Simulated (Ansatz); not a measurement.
**C₅H₈O: up Jacob's ladder to CCSD(T)**

The task here is to estimate one member of a computed series from the others.

The runs use Ansatz 0.2.0, Gaussian basis; functionals in def2-TZVPP, the program's frozen cores in correlated methods.

Levels to be run: PBE-D4, r2SCAN-D4, PBE0-D4, B3LYP-D4, ωB97X-V, ωB97M-V, B2PLYP; CCSD(T)/def2-TZVPP; MP2/def2-QZVPP; extrapolation to the limit.

### Structure used throughout

The geometry comes from an earlier relaxation with PBE0-D4 in a triple-zeta def2 set; it is a stationary point, not always the lowest conformer.

SMILES `C#CCOCC`, 14 atoms, charge 0, spin multiplicity 1.

Atoms are counted from 1 here; the program's logs count them from 0.

Bond lengths: C1–C2 1.199 Å, C1–H7 1.064 Å, C2–C3 1.453 Å, C3–O4 1.404 Å, C3–H8 1.099 Å, C3–H9 1.102 Å, O4–C5 1.411 Å, C5–C6 1.515 Å, C5–H10 1.101 Å, C5–H11 1.092 Å, C6–H12 1.092 Å, C6–H13 1.092 Å, C6–H14 1.093 Å. Angles: C2–C1–H7 179.5°, C1–C2–C3 178.6°, C2–C3–O4 110.0°, C2–C3–H8 108.7°, C2–C3–H9 109.2°, O4–C3–H8 111.6°, O4–C3–H9 110.3°, H8–C3–H9 107.0°, C3–O4–C5 113.3°, O4–C5–C6 113.9°, O4–C5–H10 109.7°, O4–C5–H11 105.1°, C6–C5–H10 110.4°, C6–C5–H11 110.0°, H10–C5–H11 107.4°, C5–C6–H12 110.4°, C5–C6–H13 112.3°, C5–C6–H14 109.8° and more.

The first run:

Input file in.yaml:

```yaml
crystal:
  periodic: [false, false, false]
  atoms:
    - {symbol: C, position_ang: [-3.233554, -0.698043, 1.129653]}
    - {symbol: C, position_ang: [-2.166880, -0.597359, 0.591465]}
    - {symbol: C, position_ang: [-0.889115, -0.483865, -0.090736]}
    - {symbol: O, position_ang: [0.099185, -0.050886, 0.808224]}
    - {symbol: C, position_ang: [1.399120, -0.069546, 0.259586]}
    - {symbol: C, position_ang: [1.653946, 1.028536, -0.753155]}
    - {symbol: H, position_ang: [-4.176686, -0.784991, 1.615001]}
    - {symbol: H, position_ang: [-1.000654, 0.211979, -0.934433]}
    - {symbol: H, position_ang: [-0.617670, -1.463806, -0.515282]}
    - {symbol: H, position_ang: [1.600610, -1.056010, -0.185336]}
    - {symbol: H, position_ang: [2.069332, 0.047382, 1.113880]}
    - {symbol: H, position_ang: [1.428998, 2.005484, -0.320316]}
    - {symbol: H, position_ang: [1.054859, 0.905528, -1.657986]}
    - {symbol: H, position_ang: [2.704709, 1.019297, -1.053163]}
basis:
  gaussian: {orbitals: def2-TZVPP}
hamiltonian: {xc: pbe, dispersion: d4}
output: {forces: true, orbitals: {seedname: orbitals}}
```

Among the steps run: PBE-D4 (GGA); r2SCAN-D4 (meta-GGA); PBE0-D4 (hybrid); B3LYP-D4 (hybrid); ωB97X-V (range-separated); ωB97M-V (range-separated); B2PLYP (double hybrid); CCSD(T) in def2-TZVPP; MP2 in def2-QZVPP.

One of the session's tables, all rows but one given; the rest of the session is left out.

```
            method  atomisation energy (kcal/mol)
            PBE-D4                              ?
         r2SCAN-D4                         1381.4
           PBE0-D4                         1388.4
          B3LYP-D4                         1379.3
           ωB97X-V                         1377.9
           ωB97M-V                         1382.0
            B2PLYP                         1367.7
     HF/def2-TZVPP                         1005.9
    MP2/def2-TZVPP                         1371.5
   CCSD/def2-TZVPP                         1323.3
CCSD(T)/def2-TZVPP                         1344.9
           MP2/CBS                         1404.1
       CCSD(T)/CBS                         1377.5
```

Estimate the missing values for PBE-D4.

**Answer.** atomisation energy (kcal/mol): 1416.3. In the column «atomisation energy (kcal/mol)» it is the highest.
